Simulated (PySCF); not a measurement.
# Broadened absorption spectrum of formimide

Compound: formimide, C2H3NO2.
SMILES: `O=CNC=O`

Level of theory: TDDFT wB97X-D/def2-SVPD, vertical, gas phase, core orbitals frozen in the response in PySCF. Isolated species at its GFN2-xTB geometry (one conformer only). Torsions of this conformer, `[O:1]=[CH:2][NH:3][CH:4]=[O:5]`: O1–C2–N3–C4 0°, C2–N3–C4–O5 0°.

Each state is given a Gaussian of 0.25 eV full width at half maximum, with ε(max) = 2.175×10⁸ f / Δν̃ (Δν̃ the width in cm⁻¹). The cross-section is σ = 3.8235×10⁻²¹ ε cm², given in Mb (10⁻¹⁸ cm²). The width is an assumption, not a result. The curve ends short of the highest state used, and states not computed would add to its high-energy end.

(λ (nm), σ (Mb)): (152.4, 36.62), (155.1, 12.11), (157.8, 1.46), (160.5, 0.12), (163.2, 0.56), (165.9, 4.89), (168.6, 10.96), (171.3, 7.15), (174.0, 2.29), (176.7, 10.88), (179.4, 49.91), (182.1, 85.89), (184.8, 59.68), (187.5, 18.08), (190.2, 2.56), (192.9, 0.18), (195.6, 0.01), (198.3, 0.00), (201.0, 0.00), (203.7, 0.00), (206.4, 0.00), (209.1, 0.00), (211.8, 0.00), (214.5, 0.00), (217.2, 0.00), (219.9, 0.00), (222.6, 0.00), (225.3, 0.00), (227.9, 0.00), (230.6, 0.00), (233.3, 0.00), (236.0, 0.00), (238.7, 0.00), (241.4, 0.00), (244.1, 0.00), (246.8, 0.00), (249.5, 0.00), (252.2, 0.00), (254.9, 0.00), (257.6, 0.01), (260.3, 0.03), (263.0, 0.10), (265.7, 0.22), (268.4, 0.41), (271.1, 0.62), (273.8, 0.76), (276.5, 0.79), (279.2, 0.69), (281.9, 0.52), (284.6, 0.33), (287.3, 0.18), (290.0, 0.09), (292.7, 0.04), (295.4, 0.01), (298.1, 0.01), (300.8, 0.00)

(1) Where are the band maxima, and which computed states make them?

(2) On this curve, what absorbance would a 10⁻³ mol/L sample give at 266 nm over a 1 cm path?

(3) Coming from long wavelengths, where does ε first pass 100 L mol⁻¹ cm⁻¹?

Results:

(1) 276 nm (4.50 eV), ε about 210, made up of S1 (100%); 182 nm (6.80 eV), ε about 23000, made up of S3 (100%); 169 nm (7.34 eV), ε about 2900, made up of S4 (100%) (ε in L mol⁻¹ cm⁻¹; maxima over ε = 5, shares over 10%). At its high-energy end, 8.13 eV, the curve is still rising (ε about 9500, from S7). The states used: S1 4.50 eV (f 0.0019); S2 5.48 eV (f 0.0000); S3 6.80 eV (f 0.209); S4 7.34 eV (f 0.027); S5 7.72 eV (f 0.0000); S6 7.98 eV (f 0.0041); S7 8.16 eV (f 0.090); S8 8.73 eV (f 0.0006).

(2) 266 nm is 4.661 eV, where ε is about 63 L mol⁻¹ cm⁻¹, so A = ε c l ≈ 0.063 (Beer–Lambert, with the gas-phase spectrum and the assumed width).

(3) At about 284 nm (4.37 eV), 0.13 eV below S1.
